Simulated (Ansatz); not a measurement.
# C₂H₂N₂O: small, medium and large basis sets

One table from this session's results is given with a row withheld; the runs are named, their logs left out.

Program: Ansatz 0.2.0, Gaussian basis. Level of theory: one geometry, several basis sets. These are calculated values, not measurements.

The runs, in order: PBE0-D4/def2-SVP; ωB97M-V/def2-SVP; PBE0-D4/def2-QZVPP; ωB97M-V/def2-QZVPP; CCSD(T)/cc-pV(D+d)Z; CCSD(T)/cc-pV(T+d)Z; CCSD(T)/cc-pV(Q+d)Z; the functionals' def2-TZVPP values are taken from earlier runs.

### The relaxed structure

The geometry comes from an earlier relaxation with PBE0-D4 in a triple-zeta def2 set; it is a stationary point, not always the lowest conformer.

SMILES `c1nnco1`, 7 atoms, charge 0, spin multiplicity 1.

Atoms are counted from 1 here; the program's logs count them from 0.

Bond lengths: C1–N2 1.282 Å, C1–O5 1.348 Å, C1–H6 1.078 Å, N2–N3 1.386 Å, N3–C4 1.282 Å, C4–O5 1.348 Å, C4–H7 1.078 Å. Angles: N2–C1–O5 113.2°, N2–C1–H6 128.5°, O5–C1–H6 118.2°, C1–N2–N3 105.9°, N2–N3–C4 105.9°, N3–C4–O5 113.2°, N3–C4–H7 128.5°, O5–C4–H7 118.2°, C1–O5–C4 101.7°.

The first run:

The input, in.yaml:

```yaml
crystal:
  periodic: [false, false, false]
  atoms:
    - {symbol: C, position_ang: [-0.220075, 0.735777, 0.717496]}
    - {symbol: N, position_ang: [-1.096728, 0.696670, -0.216746]}
    - {symbol: N, position_ang: [-0.686383, -0.305269, -1.082046]}
    - {symbol: C, position_ang: [0.398735, -0.775004, -0.587349]}
    - {symbol: O, position_ang: [0.766435, -0.168247, 0.558276]}
    - {symbol: H, position_ang: [-0.185007, 1.382727, 1.578831]}
    - {symbol: H, position_ang: [1.023023, -1.566644, -0.968462]}
basis:
  gaussian: {orbitals: def2-SVP}
hamiltonian: {xc: pbe0, dispersion: d4}
output: {orbitals: {seedname: orbitals}}
```

Run with:

```bash
$ ansatz run in.yaml --threads 2 --pin off --events-out ev --progress --plain --max-ram 32768MiB --backend cpu
```

Among the steps run: PBE0-D4 in def2-SVP; ωB97M-V in def2-SVP; PBE0-D4 in def2-QZVPP; ωB97M-V in def2-QZVPP.

One of the session's tables, all rows but one given; the rest of the session is left out.

It belongs to the step «Functionals by basis». 

| functional | basis | HOMO (eV) |
| --- | --- | --- |
| PBE0-D4 | def2-SVP | -8.16 |
| PBE0-D4 | def2-TZVPP | ? |
| PBE0-D4 | def2-QZVPP | -8.42 |
| ωB97M-V | def2-SVP | -10.61 |
| ωB97M-V | def2-TZVPP | -10.79 |
| ωB97M-V | def2-QZVPP | -10.82 |

Estimate the missing values for PBE0-D4, def2-TZVPP.

The run gave: HOMO (eV): -8.38. In the column «HOMO (eV)» it lies between PBE0-D4, def2-QZVPP (-8.42) and PBE0-D4, def2-SVP (-8.16).
